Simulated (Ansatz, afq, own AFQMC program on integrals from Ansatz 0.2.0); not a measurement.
## F, doublet: AFQMC among the cluster methods

A free F atom.

Basis def2-TZVP. Only valence electrons are correlated. Integrals, coupled cluster, full CI and functionals: Ansatz 0.2.0; the random walks run on the same integrals in our own AFQMC program. The CISD trial takes its coefficients from CCSD amplitudes. Released means that phaseless walkers are propagated on without the constraint, phases kept. Free projection: walkers drawn from exp(T), propagated without any constraint. Its projection time is finite, and what remains of the start isn't in its error. ± is one standard error of the sampling.

Determinant: UHF, the one that the program's search chose, which needn't be the lowest solution.

No full CI on the walks' own integrals is used here; CCSDTQ serves as the reference and is uncertain by about the last step of the cluster series.

* T1 diagnostic: 0.0062
* weight of the determinant in the CISD state: 0.964
* ⟨S²⟩ of the determinant: 0.754
* size of the correlated space: 7 electrons in 30 orbitals

(1) Estimate: order these by the size of their error in total energy against CCSDTQ, smallest first.
A. CCSDT
B. CCSD
C. CCSDT(Q)
D. phaseless AFQMC with the Hartree–Fock trial

(1) C (0.0 kJ/mol), A (0.3 kJ/mol), D (3.9 ± 1.2 kJ/mol), B (9.8 kJ/mol).

Reference: CCSDTQ, correlation energy -5.811 eV.

A walk keeps the symmetry of its determinant, which the program's search chose and which needn't be the lowest solution, so a lower state of the same spin and another symmetry isn't excluded.
